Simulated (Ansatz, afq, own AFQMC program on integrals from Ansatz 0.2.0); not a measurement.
**AlBH$_{2}$, singlet: AFQMC among the cluster methods**

| atom | x (Å) | y (Å) | z (Å) |
| --- | --- | --- | --- |
| B | 0.0000 | 0.0000 | 1.6580 |
| Al | 0.0000 | 0.0000 | -0.8380 |
| H | 0.0000 | 1.0050 | 2.3246 |
| H | 0.0000 | -1.0050 | 2.3246 |

Connectivity, by distances: BH2–Al.

Basis cc-pVDZ. Noble-gas cores (and the filled d shells of Ga–Kr and In–Xe) are frozen. Integrals, coupled cluster, full CI and functionals: Ansatz 0.2.0; the random walks run on the same integrals in our own AFQMC program. ph-AFQMC/CISD is guided by a CISD state made of CCSD amplitudes; releasing the constraint for a short imaginary time cuts its bias at the price of noise, slowly where states lie close. Free projection: walkers drawn from exp(T), propagated without any constraint. Its projection time is finite, and what remains of the start isn't in its error. Error bars are statistical, one sigma.

Determinant: RHF, the one that the program's search chose, which needn't be the lowest solution. The geometry is a point of a scan.

No full CI on the walks' own integrals is used here; CCSDT(Q) serves as the reference and is uncertain by about the last step of the cluster series.

Cautions: higher spins were not checked; restricted determinant unstable towards unrestricted (UHF 90 meV lower, ⟨S²⟩ 0.50).

* T1 diagnostic: 0.0124
* weight of the determinant in the CISD state: 0.870
* size of the correlated space: 8 electrons in 36 orbitals

Reference: CCSDT(Q), correlation energy -4.576 eV. The released energy is read at 2.40 1/Eh (meV from the phaseless value at times in 1/Eh: 5 ± 12 at 0.24, 2 ± 11 at 0.51, 1 ± 9 at 0.99, -4 ± 8 at 1.62, -5 ± 9 at 2.40).

```tsv
level	E − E(reference) (kJ/mol)	share of correlation (%)
HF	441.5	0.00
MP2	112.5	74.53
CCSD	13.0	97.05
CCSD(T)	3.0	99.32
CCSDT	0.5	99.88
ph-AFQMC/HF	-1.3 ± 4.2	100.30
ph-AFQMC/CISD	0.3 ± 0.9	99.93
released AFQMC	-0.2 ± 0.9	100.04
free AFQMC	-1.7 ± 1.3	100.40
```

Free projections are given only where their last times agree within the noise and don't stop above the reference; a slow remainder of the start can still hide under it. A walk keeps the symmetry of its determinant, which the program's search chose and which needn't be the lowest solution, so a lower state of the same spin and another symmetry isn't excluded. Released energies are given only where the last usable release times agree within the noise; a slower fall can still hide under it.
